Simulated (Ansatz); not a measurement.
## Lanthanum (dhcp) across density functionals

All rows: Ansatz, plane waves with scalar-relativistic PAW, 420 eV (500 eV for the SCAN forms), relaxed under each functional, no dispersion correction, no zero-point motion. B₀ comes from uniform scaling at fixed shape; a dash is a value not given.

The measured cell (COD entry 9008525) has a = 3.770 Å, c = 12.159 Å (c/a = 3.225), 37.42 Å³/atom.

```tsv
functional	V (Å³/atom)	cell	B₀ (GPa)	magnetic state
PBE	37.33	a = 3.773 Å, c = 12.113 Å (c/a = 3.211)	25	spin not included
r²SCAN	37.46	a = 3.787 Å, c = 12.062 Å (c/a = 3.185)	23	spin not included
PBEsol	34.19	a = 3.665 Å, c = 11.757 Å (c/a = 3.208)	27	spin not included
LDA	32.41	a = 3.600 Å, c = 11.552 Å (c/a = 3.209)	30	spin not included
revPBE	38.73	a = 3.819 Å, c = 12.267 Å (c/a = 3.212)	24	spin not included
RPBE	39.28	a = 3.837 Å, c = 12.326 Å (c/a = 3.213)	24	spin not included
BLYP	40.10	a = 3.862 Å, c = 12.416 Å (c/a = 3.215)	25	spin not included
```

LDA gives the smallest volume and BLYP the largest.
